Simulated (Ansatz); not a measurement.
C₃H₂F₂, SMILES `FC1(F)C=C1`, one more setting.

```yaml
crystal:
  periodic: [false, false, false]
  atoms:
    - {symbol: F, position_ang: [-0.176299, -1.900511, 0.239255]}
    - {symbol: C, position_ang: [0.191272, -0.549554, 0.349763]}
    - {symbol: F, position_ang: [1.475305, -0.512090, 1.067084]}
    - {symbol: C, position_ang: [-0.637867, 0.612271, 0.330400]}
    - {symbol: C, position_ang: [0.141264, 0.265010, -0.852327]}
    - {symbol: H, position_ang: [-1.515941, 1.087129, 0.822883]}
    - {symbol: H, position_ang: [0.420375, 0.515033, -1.512061]}
basis:
  gaussian: {orbitals: def2-TZVPD}
magnetization: {spin_polarized: true, initial_magnetization: 0}
hamiltonian: {xc: {name: wPBEh}}
output: {forces: true}
```

```sh
$ ansatz run in.yaml --threads 2 --pin off --events-out ev --progress --plain --max-ram 4352MiB
```

It prints (some lines left out):

```
Functional definition: wPBEh
1018 factors; their error is unknown
99 factors; integrals over basis functions are off by at most 3.0e-6 eV
mean field evaluation 1: about -8560.3552 eV, gradient 3.6e1 eV
mean field evaluation 2: about -8556.4620 eV, gradient 4.4e1 eV
mean field evaluation 4: about -8565.5011 eV, gradient 3.0e0 eV
mean field evaluation 8: about -8565.5467 eV, gradient 4.2e-1 eV
mean field evaluation 16: about -8565.5472 eV, gradient 6.8e-5 eV
mean field -8565.54715085 eV, -314.7780518574 hartree, gradient 3.1e-5 eV, S^2 0.000000; 1 other end points of the search recorded, 0 dependent functions left out
reference -8565.54720019 eV, -314.7780536707 hartree; 19, 19 occupied and 190, 190 virtual orbitals, 1018 factors
Total energy: -8565.54720019 eV, -314.7780536707 hartree
Atom 0 at    -0.176299    -1.900511     0.239255 Å, force     0.400362     1.742772     0.873852 eV/Å
Atom 1 at     0.191272    -0.549554     0.349763 Å, force     2.783191    -0.862733    -1.245238 eV/Å
Atom 2 at     1.475305    -0.512090     1.067084 Å, force    -2.452922    -0.558778    -0.679488 eV/Å
Atom 3 at    -0.637867     0.612271     0.330400 Å, force     1.407847    -1.815642    -4.053907 eV/Å
Atom 4 at     0.141264     0.265010    -0.852327 Å, force   -14.879273    -8.737685    33.966015 eV/Å
Atom 5 at    -1.515941     1.087129     0.822883 Å, force     1.122164    -0.082614    -0.566781 eV/Å
Atom 6 at     0.420375     0.515033    -1.512061 Å, force    11.618631    10.314680   -28.294453 eV/Å
Dipole moment:    -0.393656     0.510070    -0.280914 e Å
```

It took 13 s on 2 threads of an Arm Neoverse V2 on a shared host, with 0.74 GiB of host memory at the peak.
